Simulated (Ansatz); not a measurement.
A calculation with Ansatz (development build ahead of 0.2.0).

```yaml
crystal:
  periodic: [false, false, false]
  atoms:
    - { symbol: "N", position_ang: [-0.01326, 0.05283, 0.05672] }
    - { symbol: H, position_ang: [0.00971, -0.76706, 0.75463] }
    - { symbol: H, position_ang: [0.85919, 0.45882, -0.37086] }
    - { symbol: H, position_ang: [-0.79359, 0.21862, -0.63019] }
basis:
  gaussian: { orbitals: def2-SVP }
total_charge: 1
magnetization:
  spin_polarized: true
  initial_magnetization: 1
hamiltonian:
  xc: hf
output:
  forces: true
```

The input is written out in the form of the current development build from the run's settings.

Output:

* Converged: yes
* Total energy: -55.82705 hartree
* Spin squared of the determinant: 0.761
* Stability test: minimum

Forces (eV/Å):
| atom | Fx | Fy | Fz |
| --- | --- | --- | --- |
| N1 | 0.510 | -0.832 | -1.668 |
| H2 | -0.158 | 1.859 | -1.267 |
| H3 | -0.663 | -0.564 | 1.379 |
| H4 | 0.311 | -0.463 | 1.556 |
